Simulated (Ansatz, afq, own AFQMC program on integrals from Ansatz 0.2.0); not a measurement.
# AlBGeH, quartet in cc-pVDZ, levels against CCSDT(Q)

```xyz
4

Al    0.0000    0.2269    1.7085
Ge    0.0000    0.1422   -0.7398
B     0.0000   -1.5651    0.4292
H     0.0000    0.4670    2.9810
```

Connectivity, by distances: AlH–Ge–B, closed to a ring.

Basis cc-pVDZ. Only valence electrons are correlated. Ansatz 0.2.0 and our own AFQMC program on the same integrals; the CISD trial comes from CCSD amplitudes, and released means the phaseless constraint is let go. Error bars are statistical, one sigma. No spin–orbit coupling.

Determinant: UHF, the one that the program's search chose, which needn't be the lowest solution. The geometry is a point of a scan.

No full CI on the walks' own integrals is used here; CCSDT(Q) serves as the reference and is uncertain by about the last step of the cluster series.

Cautions: no relativity below Rb; no spin-orbit coupling; inner d shell frozen; lower spins were not checked; the released energies are still falling, so no released level is given (meV from the phaseless value at times in 1/Eh: -22 ± 11 at 0.24, -36 ± 19 at 0.51, -42 ± 16 at 0.99, -67 ± 16 at 1.62, -43 ± 27 at 2.40), though the last usable value meets CCSDT(Q) within the noise.

```
T1 diagnostic                               : 0.0312
weight of the determinant in the CISD state : 0.829
⟨S²⟩ of the determinant                     : 3.794
size of the correlated space                : 11 electrons in 44 orbitals
```

```tsv
level	correlation energy (eV)
MP2	-4.8518
CCSD	-5.8541
CCSD(T)	-6.1592
```

(1) Estimate where phaseless AFQMC with a CISD trial lies against CCSD(T) on the same integrals.

(1) 0.03 ± 0.39 mEh above CCSD(T). The gap is under twice the noise, so this walk alone can't tell the two apart.

Reference: CCSDT(Q), correlation energy -6.240 eV.

```
        level  E − E(reference) (mEh)  share of correlation (%)
      CCSD(T)                    2.96                     98.71
        CCSDT                    0.99                     99.57
ph-AFQMC/CISD             2.99 ± 0.39                     98.70
```

A walk keeps the symmetry of its determinant, which the program's search chose and which needn't be the lowest solution, so a lower state of the same spin and another symmetry isn't excluded.
